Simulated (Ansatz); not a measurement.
# AlCCl (triplet): from Hartree-Fock to the top rungs at a displaced geometry (v1), cc-pVDZ

An exercise on one series of results from a longer session: the logs are not shown, and one member is left open.

Computed with Ansatz 0.2.0, Gaussian basis. Level: cc-pVDZ, core rule «outside noble gas», up to 11 orbitals frozen.

Plan: UHF; CCSD(T) on ROHF; CCSD(T) on UHF; BCCD(T) on ROHF; CISD; CCSDT(Q) on ROHF; CCSDT(Q) on UHF.

20 further runs of the same task are left out: 8 that didn't finish, 12 set aside as unsound or not needed.

## The geometry

The geometry is a PBE0/def2-TZVP stationary point (not a proven minimum) with its atoms shifted at random (size 0.040 Å).

3 atoms, charge 0, spin multiplicity 3.

Atoms are counted from 1 here; the program's logs count them from 0.

Bond lengths: Al1–C2 1.956 Å, C2–Cl3 1.690 Å. Angles: Al1–C2–Cl3 177.0°.

Geometry (Å):

```xyz
3
CAlCl
Al   -0.0154   -0.0090    1.8669
C    -0.0163   -0.0252   -0.0894
Cl    0.0317    0.0342   -1.7774
```

The first run:

Contents of in.yaml:

```yaml
crystal:
  periodic: [false, false, false]
  atoms:
    - {symbol: Al, position_ang: [-0.015433, -0.009008, 1.866857]}
    - {symbol: C, position_ang: [-0.016266, -0.025151, -0.089417]}
    - {symbol: Cl, position_ang: [0.031698, 0.034159, -1.777440]}
basis:
  gaussian: {orbitals: cc-pVDZ}
magnetization: {spin_polarized: true, initial_magnetization: 2}
hamiltonian: {xc: hf}
output: {orbitals: {seedname: orbitals}}
```

On the command line:

```
$ ansatz run in.yaml --threads 1 --pin off --events-out ev --progress --plain --max-ram 2393MiB
```

Steps of the session up to this table: UHF; CCSD(T) on ROHF; CCSD(T) on UHF; BCCD(T) on ROHF; CISD; CCSDT(Q) on ROHF; CCSDT(Q) on UHF.

One of the session's tables, all rows but one given; the rest of the session is left out.

It belongs to the step «Misses and costs». 

| method | from UCCSDT(Q) (meV) |
| --- | --- |
| ROHF | ? |
| UHF | +8525.6 |
| RMP2 | +1347.0 |
| UMP2 | +1384.7 |
| CISD | +1231.0 |
| RCCSD | +327.4 |
| UCCSD | +322.6 |
| RCCSD(T) | +61.4 |
| UCCSD(T) | +63.6 |
| BCCD(T) | +57.6 |
| RCCSDT | +23.1 |
| UCCSDT | +22.3 |
| RCCSDT(Q) | +3.4 |
| UCCSDT(Q) | 0 |

Estimate the missing values for ROHF.

The run gave: from UCCSDT(Q) (meV): +8771.3. In the column «from UCCSDT(Q) (meV)» it is the highest.

Caveats from the session: Restricted and unrestricted rows rest on different reference determinants; where their highest levels disagree by more than a few hundredths of an eV, they describe different states and don't form one ladder.
